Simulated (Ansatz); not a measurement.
**SiH3O− (SMILES [O-][SiH3]): methods side by side**

SiH3O−: 5 atoms, total charge -1, spin state singlet. As SMILES, `[O-][SiH3]`. Geometry: relaxed at GFN2-xTB.

Quantity: the vertical energy of the triplet above the singlet, in eV. The values are calculated.

```
           level                    kind  program  value (eV)  less FCI/STO-3G  CPU time (all runs)
       HF/STO-3G            Hartree–Fock   Ansatz        7.39            -0.80               0.37 s
      PBE/STO-3G                     GGA   Ansatz        8.07            -0.12                 11 s
   revPBE/STO-3G                     GGA   Ansatz        8.05            -0.14                 11 s
  r2SCAN0/STO-3G         hybrid meta-GGA   Ansatz        7.97            -0.22                 47 s
CAM-B3LYP/STO-3G  range-separated hybrid   Ansatz        8.02            -0.17                 16 s
    HSE06/STO-3G  range-separated hybrid   Ansatz        8.01            -0.18                 13 s
   B2PLYP/STO-3G           double hybrid   Ansatz        8.11            -0.08                 10 s
   CCSDTQ/STO-3G   coupled cluster or CI   Ansatz        8.20            +0.01                 60 s
      FCI/STO-3G      exact in the basis   Ansatz        8.19             0.00                2.1 s
```

FCI/STO-3G is exact within its basis and frozen core, so for wave-function methods in that basis the difference is their error; functionals converge differently with the basis, so for them it is only a difference. Sets without diffuse functions describe the anion poorly. The values span 7.39 to 8.20 eV. All rows use very small basis sets, so none should be taken for the real molecule's value. Times are those of the runs behind each value, whatever else they computed, on shared processors of several kinds: orders of magnitude only.
